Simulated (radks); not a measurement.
# Excited configurations of P³⁺

One table from this session's results is given with a row withheld; the runs are named, their logs left out.

Program: radks (a radial shooting solver on a logarithmic mesh, Libxc functionals) version 1. Level of theory: scalar-relativistic Kohn-Sham, PBE, spin-unpolarised, spherical densities, finite nucleus. These are calculated values, not measurements, unless marked.

## The atom as given

```
element            : phosphorus (Z = 15)
charge             : +3
electrons          : 12
configuration      : [Ne] 3s2
nuclear rms radius : 3.1889 fm
```

Outer shells as boxes (Hund's rule):

P³⁺
```
[Ne] core
3s [↑↓]
```

Set-up of the first run:

The run's settings:

```text
Z 15
configuration [Ne] 3s2
relativity scalar-relativistic
functional pbe,pbe
spin unpolarised
nucleus finite rms 3.1889 fm
c 137.035999084
```

Among the steps run: Ground configuration: [Ne] 3s2.

One table of the session follows, with a row left open; its other results are not shown here.

It belongs to the step «Ground configuration: [Ne] 3s2». From the orbitals of this run (lengths in bohr):

```
level     <r>  outermost maximum (interpolated)  90 % within  nodes
   1s  0.1036                            0.0676        0.185      0
   2s       ?                                 ?            ?      ?
   2p  0.4830                             0.353        0.807      0
   3s   1.670                              1.47         2.47      2
```

Q: Estimate the row for 2s from the others.

The run gave: <r>: 0.5183; outermost maximum (interpolated): 0.418; 90 % within: 0.814; nodes: 1. In the column «<r>» it lies between 2p (0.4830) and 3s (1.670).

Limits of these values: Spin polarisation and multiplet splitting are left out, so open shells lie too high by an amount that depends on their filling.
